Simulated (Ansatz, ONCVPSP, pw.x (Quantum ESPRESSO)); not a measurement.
## rhenium (bcc): variants of one ONCV potential in the solid

ONCVPSP 4.0.1.1 (patched build) input, shortened (lines: element, Z, core and valence counts, functional; n l f; lmax; l rc ep ncon nbas qcut; lloc lpopt rc5 dvloc0; l nproj debl; icmod fcfact rcfact), PBEsol, scalar-relativistic:

```
  Re 75.00   10    4  -116133      upf
    1    0    2.00
    2    0    2.00
    2    1    6.00
    3    0    2.00
    3    1    6.00
    3    2   10.00
    4    0    2.00
    4    1    6.00
    4    2   10.00
    4    3   14.00
    5    0    2.00
    5    1    6.00
    5    2    5.00
    6    0    2.00
    2
    0    1.95    0.00    4    7    7.10
    1    1.80    0.00    4    9    8.30
    2    2.65    0.00    4    8    6.30
    4    5    1.20    0.00
    0    2    2.60
    1    2    2.90
    2    2    1.20
    3    2.50    1.40
```

Crystal test: bcc Re in pw.x 7.5, no spin, 15³ k-points, Fermi–Dirac smearing 0.01 Ry, cutoffs set for each file from its atomic test. The reference is all-electron LAPW (Ansatz 0.2.0) with the same functional, mesh and smearing; V0 and B0 come from Birch–Murnaghan fits to the pressures at five volumes. Errors are pseudo minus all-electron; Δ is the rms difference of the E(V) curves that follow from these fits, minima aligned, over ±6 % about the mean V0. Mesh and smearing are coarse, so the numbers serve the comparison and aren't converged zero-temperature values; the lattice is a test structure that the element need not adopt.

All-electron: a0 = 3.087 Å (V0 = 14.71 Å³/atom), B0 = 377.2 GPa.

Base: The largest radius (2.65 bohr) exceeds half the bond length (2.52 bohr), so the spheres overlap, which is one possible source of error among others. This is a poor potential for the solid.

2 further variants are left out: they gave no file fit for a test, a broken result, the same result as the base, or pressures whose basis-set error rivals the error shown.

```tsv
change	cutoffs (Ry)	pw.x	a0 (Å)	a0 error (%)	B0 error (%)	Δ (meV/atom)	mean pressure error (GPa)
base	60/240	converged	3.071	-0.51	+0.5	18.8	-5.80
local potential polynomial inside 1.06 bohr (lpopt 5, dvloc0 0 Ha)	60/240	converged	3.070	-0.57	+0.6	20.7	-6.36
local potential polynomial inside 1.42 bohr (lpopt 5, dvloc0 0 Ha)	60/240	converged	3.074	-0.43	+0.4	15.8	-4.90
```

Q: Give the row for: local potential polynomial inside 1.28 bohr (lpopt 5, dvloc0 0 Ha).

A: pw.x: converged; mean pressure error (GPa): -5.45; a0 (Å): 3.072; a0 error (%): -0.48; B0 error (%): +0.5; Δ (meV/atom): 17.6.
